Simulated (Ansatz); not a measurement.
A nudged elastic band was laid between two geometries of BH6NO (9 atoms, charge 0, multiplicity 1).

Computed with RKS PBE0/def2-SVP (Ansatz).

```
movable images  : 5
climbing image  : yes
spring          : 5.0 eV/Å²
optimiser       : quadratic models (default)
start path      : through a guess of the saddle point
force threshold : 0.03 eV/Å
iteration limit : 60
end points      : relaxed
```

First end point:

```xyz
9
Properties=species:S:1:pos:R:3
B 0.052 0.153 0.382
O -0.515 -0.494 1.521
H -1.415 -0.769 1.345
H 1.238 -0.115 0.189
H -0.631 0.168 -0.646
N 0.155 1.783 0.799
H 0.633 2.325 0.079
H -0.764 2.195 0.964
H 0.687 1.859 1.668
```

Last end point:

```xyz
9
Properties=species:S:1:pos:R:3
B 0.264 0.636 -0.271
O -0.396 -0.384 2.376
H -1.223 -0.669 1.973
H 1.333 0.082 -0.316
H -0.738 0.138 -0.730
N 0.178 1.910 0.294
H 0.984 2.413 0.644
H -0.672 2.461 0.292
H -0.290 0.515 2.041
```

(1) Which bonds break or form, and what moves?

(2) Give the energies along the band, and the barrier.

(3) What is the geometry of the highest image?

(4) What are the harmonic wavenumbers there?

The band took 17 iterations and roughly 2.8 core-minutes.

## Answers

(1) Bonds broken: B1–O2, N6–H9. Bonds formed: O2–H9. BH6NO becomes BH4N + H2O.

(2) The run converged. The highest image is number 4 of 0 to 6, 21.0 kcal/mol above the first end and 7.4 kcal/mol above the last; the last end lies 13.6 kcal/mol above the first. A vibrational analysis at the climbing image gives one clearly imaginary mode, 1117i cm⁻¹: a first-order saddle point. The orbitals stay closed-shell, which can raise the energy where a bond breaks towards radicals; this wasn't checked here.

| image | path coordinate (Å) | energy (kcal/mol) | B1–O2 (Å) | N6–H9 (Å) | O2–H9 (Å) |
| --- | --- | --- | --- | --- | --- |
| 0 | 0.00 | 0.0 | 1.43 | 1.02 | 2.65 |
| 1 | 0.56 | 0.4 | 1.43 | 1.02 | 2.46 |
| 2 | 1.12 | 1.2 | 1.43 | 1.02 | 2.31 |
| 3 | 1.68 | 5.4 | 1.47 | 1.04 | 1.82 |
| 4 | 2.24 | 21.0 | 1.61 | 1.37 | 1.16 |
| 5 | 2.91 | 15.9 | 2.18 | 2.03 | 0.97 |
| 6 | 3.58 | 13.6 | 2.91 | 2.28 | 0.97 |

(3) 
```xyz
9
Properties=species:S:1:pos:R:3
B 0.162 0.342 0.200
O -0.281 -0.209 1.647
H -1.170 -0.580 1.613
H 1.290 -0.036 -0.043
H -0.702 0.078 -0.620
N 0.083 1.816 0.718
H 0.963 2.316 0.807
H -0.601 2.420 0.271
H -0.303 0.954 1.709
```

(4) 1117i, 352, 624, 663, 697, 735, 796, 846, 898, 1015, 1107, 1185, 1200, 1530, 1570, 1951, 2503, 2592, 3576, 3669, 3887 cm⁻¹.

Run time: 89 s on 2 threads of Arm Neoverse V2, with other jobs on the host, peak memory 0.13 GiB.
